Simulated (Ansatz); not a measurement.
The input, for Ansatz 0.2.0:

```yaml
crystal:
  periodic: [false, false, false]
  atoms:
    - {symbol: Se, position_ang: [0.000000, 0.000000, 0.000000]}
    - {symbol: Se, position_ang: [0.000000, 0.000000, 2.520600]}
basis:
  gaussian: {orbitals: aug-cc-pVDZ}
total_charge: -1
magnetization: {spin_polarized: false, initial_magnetization: 3}
correlation: {method: ccsd_t, electrons: outside_noble_gas}
scf: {lower_state_search: off}
```

```sh
$ ansatz run in.yaml --threads 1 --pin off --events-out ev --progress --plain --max-ram 2393MiB
```

Problem. Roughly how long does this take on 1 thread of INTEL XEON PLATINUM 8581C, shared host, and how much host memory?

Solution. 2.9 s wall and 0.2 GiB.

```
these checks for a lower state are left out or cut short: stability, starts, cluster_reference, orbital_swaps, neighbouring_geometries, increment
818 factors; integrals over basis functions are off by at most 7.8e-4 eV
mean field evaluation 1: about -130602.4982 eV, gradient 1.6e1 eV
mean field evaluation 2: about -130602.4984 eV, gradient 1.6e1 eV
mean field evaluation 4: about -130604.1728 eV, gradient 1.9e0 eV
mean field evaluation 8: about -130604.2214 eV, gradient 2.5e-3 eV
mean field evaluation 16: about -130604.2214 eV, gradient 4.3e-4 eV
mean field -130604.72592871 eV, -4799.6351508172 hartree, gradient 2.7e-6 eV, S^2 3.750000; 0 other end points of the search recorded, 0 dependent functions left out
28 core orbitals not correlated: weight in the atoms' cores, before any rotation towards them, 1.000 or more for the frozen orbitals, at most 0.000 for the correlated occupied ones
reference -130604.72592871 eV, -4799.6351508172 hartree; 8, 5 occupied and 36, 39 virtual orbitals, 818 factors
second order -5.86694624 eV of doubles, -0.15297493 eV of singles
cycle   1  -6.45692592 eV  change   -4.4e-1 eV  update   1.0e-1
cycle   2  -6.68312187 eV  change   -2.3e-1 eV  update   4.7e-2
cycle   3  -6.77134874 eV  change   -8.8e-2 eV  update   4.5e-2
cycle   4  -6.83810925 eV  change   -6.7e-2 eV  update   3.2e-2
cycle   5  -6.88060671 eV  change   -4.2e-2 eV  update   1.6e-2
cycle   6  -6.89805396 eV  change   -1.7e-2 eV  update   6.2e-3
cycle   7  -6.90159809 eV  change   -3.5e-3 eV  update   2.4e-3
cycle   8  -6.90302450 eV  change   -1.4e-3 eV  update   1.2e-3
cycle   9  -6.90230202 eV  change    7.2e-4 eV  update   4.4e-4
cycle  10  -6.90250174 eV  change   -2.0e-4 eV  update   1.5e-4
cycle  11  -6.90252490 eV  change   -2.3e-5 eV  update   5.2e-5
cycle  12  -6.90250827 eV  change    1.7e-5 eV  update   2.0e-5
cycle  13  -6.90250532 eV  change    3.0e-6 eV  update   9.3e-6
perturbative correction -0.35519939 eV, -0.0130533370 hartree
Total energy: -130611.98363342 eV, -4799.9018665459 hartree
Checks for a lower state left out: stability, starts, cluster_reference, orbital_swaps, neighbouring_geometries, increment
```

The T1 diagnostic is 0.084.
